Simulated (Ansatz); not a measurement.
This script for the interaction energy of a dimer with the counterpoise correction of H3N, SMILES N with Ansatz 0.2.0, Python API holds a mistake.

`h3n_dimer.py`
```python
# -*- coding: utf-8 -*-
'''Binding of a H3N dimer at a trial geometry.'''

import ansatz as az
import numpy as np

FIRST = [
    ('N', (-0.0682, 0.2428, 0.1081)),
    ('H', (0.4919, -0.3005, 0.7534)),
    ('H', (-0.892, -0.3006, -0.1184)),
    ('H', (0.4682, 0.3583, -0.7431)),
]
SECOND = [
    ('N', (0.9106, -2.463, -0.6759)),
    ('H', (0.2705, -2.8186, -1.3753)),
    ('H', (1.169, -1.5216, -0.9445)),
    ('H', (1.7473, -3.0326, -0.7065)),
]

def energy(atoms, ghosts=()):
    molecule = az.Crystal.molecule()
    for symbol, xyz in atoms:
        molecule = molecule.atom(symbol, xyz)
    calc = (
        molecule.calculation()
        .basis(gaussian='def2-SVPD')
        .correlation('CCSD(T)')
        .kpoints(2, 2, 2)
    )
    deck = calc.input()
    if ghosts:
        deck = deck.set(az.key.basis.gaussian.ghost_atoms, [{'symbol': s, 'position_ang': list(xyz)} for s, xyz in ghosts])
    return az.Session.from_dict(deck).plan().execute().report['free_energy_ev']


def main():
    # monomers in their own basis and in the basis of the dimer
    direction = np.array([0.3633, -0.872, -0.3282])
    print('shift (A)   counterpoise-corrected interaction (kJ/mol)')
    for shift in (-0.3, 0.0, 0.4, 1.0, 2.0):
        moved = [(s, tuple(np.round(np.array(xyz) + shift * direction, 4))) for s, xyz in SECOND]
        gain = energy(FIRST + moved) - energy(FIRST, moved) - energy(moved, FIRST)
        print(f'{shift:8.2f} {96.485332 * gain:14.3f}')


if __name__ == '__main__':
    main()
```

Output of `python h3n_dimer.py`:
```text
shift (A)   counterpoise-corrected interaction (kJ/mol)
Traceback (most recent call last):
  File "h3n_dimer.py", line 47, in <module>
    main()
    ~~~~^^
  File "h3n_dimer.py", line 42, in main
    gain = energy(FIRST + moved) - energy(FIRST, moved) - energy(moved, FIRST)
           ~~~~~~^^^^^^^^^^^^^^^
  File "h3n_dimer.py", line 33, in energy
    return az.Session.from_dict(deck).plan().execute().report['free_energy_ev']
           ~~~~~~~~~~~~~~~~~~~~^^^^^^
ansatz.RefusalError: invalid value for `basis.gaussian`: such a run doesn't read kpoints; remove what it names
```

What is wrong, and how is it mended?

The fault: a molecule in a Gaussian basis takes no k-points. Mended:

```diff
--- before
+++ after
@@ -27,3 +27,2 @@
         .correlation('CCSD(T)')
-        .kpoints(2, 2, 2)
     )
```

The mended script runs so:

Running `python h3n_dimer.py` prints:
```text
shift (A)   counterpoise-corrected interaction (kJ/mol)
   -0.30         42.675
    0.00         12.937
    0.40          0.926
    1.00         -1.484
    2.00         -0.748
```

The dimer is a generated trial pose of unrelaxed monomers, not a minimum, so the figure is no binding energy, and the basis set is small. Timing: 43 s on 1 thread of Arm Neoverse V1 (shared host), peak memory 0.38 GiB.
